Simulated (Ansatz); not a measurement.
# HO+ (triplet): wave-function methods side by side, aug-cc-pVDZ

Aim: climb from Hartree-Fock through coupled cluster and multireference methods for HO+ (triplet) at one geometry and basis, and see what each rung misses.

The runs use Ansatz 0.2.0, Gaussian basis; aug-cc-pVDZ, core rule «outside noble gas», up to 1 orbitals frozen.

The runs, in order: UHF; CCSD(T) on ROHF; CCSD(T) on UHF; BCCD(T) on ROHF; CISD; CCSDT(Q) on ROHF; CCSDT(Q) on UHF; CASSCF and MRCISD+Q, 6 electrons in 5 orbitals; CASSCF and MRCISD+Q(relaxed), 6 electrons in 5 orbitals; CASSCF and NEVPT2, 6 electrons in 5 orbitals; Full CI.

11 further runs of the same task are left out: 1 for a mislabelled method, 3 that didn't finish, 7 set aside as unsound or not needed.

### Step 1. What is computed

The geometry is a PBE0/def2-TZVP stationary point (not a proven minimum) of the parent state, kept for this charge and spin.

2 atoms, charge 1, spin multiplicity 3.

Atoms are counted from 1 here; the program's logs count them from 0.

Bond lengths: O1–H2 1.037 Å.

### Step 2. UHF

in.yaml reads:

```yaml
crystal:
  periodic: [false, false, false]
  atoms:
    - {symbol: O, position_ang: [0.000000, 0.000000, 0.000000]}
    - {symbol: H, position_ang: [0.000000, 0.000000, 1.036612]}
basis:
  gaussian: {orbitals: aug-cc-pVDZ}
total_charge: 1
magnetization: {spin_polarized: true, initial_magnetization: 2}
hamiltonian: {xc: hf}
output: {orbitals: {seedname: orbitals}}
```

Launch:

```
> ansatz run in.yaml --threads 1 --pin off --events-out ev --progress --plain --max-ram 2176MiB
```

After this run come: CCSD(T) on ROHF; CCSD(T) on UHF; BCCD(T) on ROHF; CISD; CCSDT(Q) on ROHF; CCSDT(Q) on UHF; CASSCF and MRCISD+Q, 6 electrons in 5 orbitals; CASSCF and MRCISD+Q(relaxed), 6 electrons in 5 orbitals; CASSCF and NEVPT2, 6 electrons in 5 orbitals; Full CI.

Before running them: what should the planned runs give, taken together? Wanted: FCI below the RHF energy; RMP2 from FCI; UMP2 from FCI; RCCSD from FCI; RCCSD(T) from FCI; UCCSD(T) from FCI; RCCSDT(Q) from FCI; UCCSDT(Q) from FCI; NEVPT2 valence from FCI.

**Answer**, as computed:

```
                          quantity                                                                                                           value
          FCI below the RHF energy                                                                                                      -3.8373 eV
                     RMP2 from FCI                                                                                                    +57.2 kJ/mol
                     UMP2 from FCI                                                                                                    +56.3 kJ/mol
                    RCCSD from FCI                                                                                                     +5.8 kJ/mol
                 RCCSD(T) from FCI                                                                                                     +0.9 kJ/mol
                 UCCSD(T) from FCI                                                                                                     +0.7 kJ/mol
                RCCSDT(Q) from FCI                                                                                                      0.0 kJ/mol
                UCCSDT(Q) from FCI                                                                                                     -0.2 kJ/mol
           NEVPT2 valence from FCI                                                                                                    +49.3 kJ/mol
         MRCISD+Q valence from FCI                                                                                                     -0.1 kJ/mol
MRCISD+Q(relaxed) valence from FCI                                                                                                     -1.3 kJ/mol
 levels within 1 kcal/mol (43 meV)  RCCSD(T), UCCSD(T), BCCD(T), RCCSDT, UCCSDT, RCCSDT(Q), UCCSDT(Q), MRCISD+Q valence, MRCISD+Q(relaxed) valence
                     T1 diagnostic                                                                                                           0.019
    effectively unpaired electrons                                                                                                            2.01
```

What this shows: RCCSD(T) lands +0.9 kJ/mol from the yardstick (0.2 % of the correlation energy). UCCSDT(Q), MRCISD+Q(relaxed) valence fall below full CI: unrestricted runs freeze a spin-polarised core, another one than full CI's, and coupled cluster isn't variational. One determinant dominates. Of the multireference levels listed MRCISD+Q valence comes nearest in total energy (-0.1 kJ/mol), which doesn't show that its space is the better one. These misses are within one basis, not against nature; the frozen cores of restricted and unrestricted runs differ, which can shift their rows.
